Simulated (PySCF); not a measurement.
Computed with PySCF 2.14.0 with PBE-D3(BJ)/def2-TZVP // PBE0-D3(BJ)/def2-TZVP. All species are isolated molecules in the gas phase. One relaxed conformer stands for a flexible species; it need not be the lowest. Excitations are Tamm–Dancoff values on a coarser integration grid. The basis has no diffuse functions, so Rydberg states are missing or too high.

Reference species (SMILES): `ClB(Cl)Cl` (neutral, multiplicity 1).

```
Item                   Result
-------------------  --------
T1 excitation (TDA)   4.93 eV
LUMO                 -2.61 eV
HOMO                 -7.65 eV
HOMO–LUMO gap         5.04 eV
```

Changed species: `OB(O)Cl` (H–O–B–Cl torsion 180°, Cl–B–O–H torsion 0°) (2 of 3 Cl replaced by OH; the reference has 0 of 3 Cl replaced by OH).

**Question.** Predict the effect on the T1 excitation (TDA), LUMO, HOMO and HOMO–LUMO gap.

**Answer.** the T1 excitation (TDA) goes up by 2.32 eV, to 7.25 eV; the LUMO increases by 2.29 eV, to -0.32 eV; the HOMO is nearly the same; the HOMO–LUMO gap rises by 2.28 eV, to 7.32 eV.
